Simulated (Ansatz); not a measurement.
**NH: state-averaged CASSCF**

Program: Ansatz, Gaussian basis, development build. State-averaged CASSCF with equal weights; occupations are averaged over the states; levels count from the state that is lowest in CASSCF. Solutions may break the symmetry of the shape. Lower solutions, or ones in other orbitals, may exist. The average may hold one member of a degenerate pair alone.

Geometry: bond length 1.0468 Å.

Basis cc-pVDZ, nonrelativistic, 1 orbital frozen in the corrections; active space CAS(6,5). Averaged: 2 triplets.

Give the levels in order.



```tsv
state	CASSCF (eV)	SC-NEVPT2 (eV)
triplet	0.000	0.000
triplet	4.129	4.016
```

Occupations: 1.99, 1.50, 1.49, 1.00, 0.02.
